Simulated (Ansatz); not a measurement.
`NBS` + `[SiH3]`• → `N[B]S`• + SiH₄  (hydrogen abstraction from a B–H bond)

Computed with Ansatz on PBE0-D4/def2-TZVP structures; ΔE is electronic, products minus reactants. CCSD(T)/CBS adds triple-zeta CCSD(T) − MP2 to the extrapolated MP2 energy (def2 sets, frozen cores). This one scheme is used for every species. Functionals use def2-TZVPP. B3LYP here is the variant with VWN-RPA as its local correlation; programs differ in this. No spin–orbit coupling; open shells (•) take unrestricted orbitals. Each species was taken in one conformer, which may not be the lowest.

```
             level  ΔE (kJ/mol)
           PBE0-D4         62.7
               PBE         61.7
              PBE0         62.7
             B3LYP         61.2
CCSD(T)/def2-TZVPP         64.8
    MP2/def2-QZVPP         66.0
      HF/CBS(def2)         54.8
    CCSD/CBS(def2)         62.6
```

Q: What does CCSD(T)/CBS give? (Best estimate.)

A: Ansatz gave: +63.2 kJ/mol. The listed levels differ from it by -0.5, -1.5, -0.5, -2.0, 1.6, 2.8, -8.4, -0.6 kJ/mol.

Largest T1 diagnostic among the species: 0.015.

In def2-TZVPP, CCSD(T) changes the Hartree–Fock value by +9.9 kJ/mol (the triples alone add +0.6 kJ/mol) and MP2 by +12.0 kJ/mol.
